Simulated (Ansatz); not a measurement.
# CS: the cost of one run

All numbers are computed with the Python package of Ansatz 0.2.0. Level of theory: PBE+D4/cc-pVDZ.

## 1. The system

Bond lengths: C1–S2 1.695 Å.

No structure file is read: the coordinates are typed or built in the script.

## 2. The code

The input, adiabatic_cs.py:

```python
"""Vertical and adiabatic ionisation of CS."""

from dataclasses import dataclass
import itertools

import ansatz
from ase.data import atomic_numbers, covalent_radii
import numpy as np


@dataclass(frozen=True)
class Settings:
    basis: str = "cc-pVDZ"
    functional: str = "pbe"
    dispersion: str = "d4"
    net_charge: int = 1


cfg = Settings()

mol = (
    ansatz.Crystal.molecule()
    .atom("C", [0.0, 0.0, 0.0])
    .atom("S", [0.0, 0.0, 1.695])
)

calculation = (
    mol.calculation()
    .basis(gaussian=cfg.basis)
    .functional(cfg.functional, dispersion=cfg.dispersion)
)
symbols = [site.symbol for site in mol.cartesian_sites]
start = np.array([site.position_ang for site in mol.cartesian_sites], dtype=float)
summary = calculation.relax(force_tolerance=0.01, max_steps=100).run(threads=1, pin="off").report
end = np.array(summary["positions_ang"])

minimum = ansatz.Crystal.molecule()
for symbol, place in zip(symbols, end):
    minimum = minimum.atom(symbol, place.tolist())
ion = (
    minimum.calculation()
    .basis(gaussian=cfg.basis)  # the orbital basis, by name
    .functional(cfg.functional, dispersion=cfg.dispersion)
    .charge(cfg.net_charge)
    .spin("collinear", total=1)  # two spin channels
)
vertical = ion.run(threads=1, pin="off").report
settled = ion.relax(force_tolerance=0.01, max_steps=80).run(threads=1, pin="off").report
print(f"vertical ionisation energy   {vertical['free_energy_ev'] - summary['free_energy_ev']:.3f} eV")
print(f"adiabatic, no zero point     {settled['free_energy_ev'] - summary['free_energy_ev']:.3f} eV")
print(f"relaxation energy of the ion {vertical['free_energy_ev'] - settled['free_energy_ev']:.3f} eV")
ionised = np.array(settled["positions_ang"])
# pairs closer than 1.2 times the sum of covalent radii, before or after
radius = [covalent_radii[atomic_numbers[s]] for s in symbols]
span = lambda where, i, j: np.linalg.norm(where[i] - where[j])
bonded = [(i, j) for i, j in itertools.combinations(range(len(symbols)), 2) if min(span(end, i, j), span(ionised, i, j)) < 1.2 * (radius[i] + radius[j])]
print("pair        before    after (A)")
for i, j in bonded:
    print(f"{symbols[i]}{i}-{symbols[j]}{j}".ljust(10), f"{span(end, i, j):8.4f} {span(ionised, i, j):8.4f}")
```

## 3. Launch

The run is started by

```
> python adiabatic_cs.py
```

Q: Estimate wall time and peak memory on 1 thread of Arm Neoverse V1, shared host.

About 8.7 s, with a peak of 0.17 GiB.
